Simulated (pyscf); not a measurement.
## Addition across a multiple bond or ene-type step: HN=Si: (SMILES N=[Si]) [singlet] + H₂O (SMILES O) → H₂N–Si:–OH (SMILES N[Si]O) [singlet]

Gas phase, singlet surface, charge 0. Bonds broken: O4–H5. Bonds formed: N1–H5, Si2–O4. Single points on ωB97X-D3(BJ)/def2-SVP structures (PySCF, gas phase). MP2 and CC: frozen core, UHF for open shells. ΔMP2 is the change of the MP2 total energy from the triple- to the quadruple-zeta basis.

Transition state (Å):

```xyz
6

N      0.8517     0.9979     0.1207
Si     0.9526    -0.0343    -1.1529
H      1.4092     1.7833     0.4369
O     -0.7602    -0.5850    -0.3509
H     -0.3700     0.2205     0.3117
H     -0.7969    -1.4483     0.0861
```

One imaginary mode, 833i cm⁻¹; descent along it reached the two sides named, in the forms told below.

```
bond    change  reactant side (Å)  saddle  product side
------  ------  -----------------  ------  ------------
O4–H5   breaks              0.970   1.114           2.6
N1–H5    forms              2.350   1.461         1.017
Si2–O4   forms                2.7   1.970         1.685
```

Electronic energies relative to the separated reactants (kJ/mol):

```tsv
level	barrier	reaction energy	reverse barrier
ωB97X-D3(BJ)/def2-TZVP	2.2	-224.0	226.2
PBE/def2-TZVP	-9.3	-203.6	194.3
r²SCAN/def2-TZVP	-4.7	-216.7	212.0
B3LYP-D3(BJ)/def2-TZVP	6.8	-209.3	216.2
PBE0-D3(BJ)/def2-TZVP	-6.9	-220.2	213.4
M06-2X/def2-TZVP	2.4	-218.2	220.5
ωB97M-D3(BJ)/def2-TZVP	7.1	-210.9	218.1
HF/def2-TZVP	57.2	-219.7	276.8
MP2/def2-QZVPP	18.4	-194.3	212.7
CCSD/def2-TZVPP	28.1	-201.8	230.0
CCSD(T)/def2-TZVPP	22.6	-195.2	217.8
CCSD(T)/def2-TZVPP + ΔMP2(QZVPP)	22.2	-196.7	218.8
```

With CCSD(T)/def2-TZVPP + ΔMP2(QZVPP) energies and thermal terms (ideal gas, 1 atm, RRHO with modes under 100 cm⁻¹ raised to 100, one conformer, R ln 2 for chiral ones without a mode under 150 cm⁻¹), in kJ/mol:

```csv
T (K),ΔH‡,ΔG‡,ΔH,ΔG
298,16.0,55.0,-189.9,-151.1
600,14.7,95.2,-189.0,-111.8
900,15.8,135.3,-186.1,-73.7
1200,17.8,174.9,-182.7,-36.8
```

On the reactant side the descent ends in a complex, 19.1 kJ/mol under the separated species and 21.2 kJ/mol under the saddle at ωB97X-D3(BJ)/def2-TZVP. At PBE, r²SCAN, PBE0-D3(BJ) the saddle lies under the separated reactants, which points to a path from their complex (located at ωB97X-D3(BJ) alone). The reactants may also form a dative adduct at HN=Si: [singlet]; it and routes through it were not searched. One saddle was located; it need not be the lowest between these sides. The CCSD(T) − MP2 part came from Ansatz, without density fitting, on the same reference.
